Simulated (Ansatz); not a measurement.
Geometry optimisation, Ansatz, RKS B3LYP-D4/def2-SVP.

input.yaml

```yaml
crystal:
  periodic: [false, false, false]
  atoms:
    - { symbol: Si, position_ang: [0.230654, 0.0, -0.011825] }
    - { symbol: Cl, position_ang: [0.410595, 0.0, 2.102287] }
    - { symbol: H, position_ang: [1.642702, 0.0, -0.485434] }
    - { symbol: H, position_ang: [-0.438606, 1.239424, -0.463847] }
    - { symbol: H, position_ang: [-0.438606, -1.239424, -0.463847] }
    - { symbol: F, position_ang: [-2.419767, 0.0, 0.882581] }
    - { symbol: H, position_ang: [-2.131872, 0.0, 1.762885] }
basis:
  gaussian: { orbitals: def2-SVP }
hamiltonian:
  xc: b3lyp
  dispersion: d4
relax:
  f_tol: 0.03
  max_steps: 50
output:
  orbitals: {}
```

Command:

```bash
$ ansatz run input.yaml --threads 1 --pin off --max-ram 2048MiB --backend cpu --events-out ev --progress --plain --runs-dir out
```

Problem. Where does it end, and by what steps?

Solution. The run converged. After 6 steps the energy has fallen by 0.062 eV; F6 moved furthest, 0.25 Å.

```csv
step,energy less start (eV),largest force component (eV/Å),accepted
0,0.0000,0.366,yes
1,0.0447,2.190,no
2,-0.0384,0.699,yes
3,-0.0483,0.759,yes
4,-0.0603,0.267,yes
5,-0.0605,0.120,yes
6,-0.0618,0.023,yes
```

```xyz
7
Properties=species:S:1:pos:R:3
Si 0.275 0.000 -0.047
Cl 0.256 0.000 2.061
H 1.705 0.000 -0.448
H -0.399 1.232 -0.520
H -0.399 -1.232 -0.520
F -2.604 0.000 1.052
H -1.978 0.000 1.744
```

Time of the run: 17 s on 1 thread of Arm Neoverse V1, with other jobs on the host, peak memory 0.14 GiB.
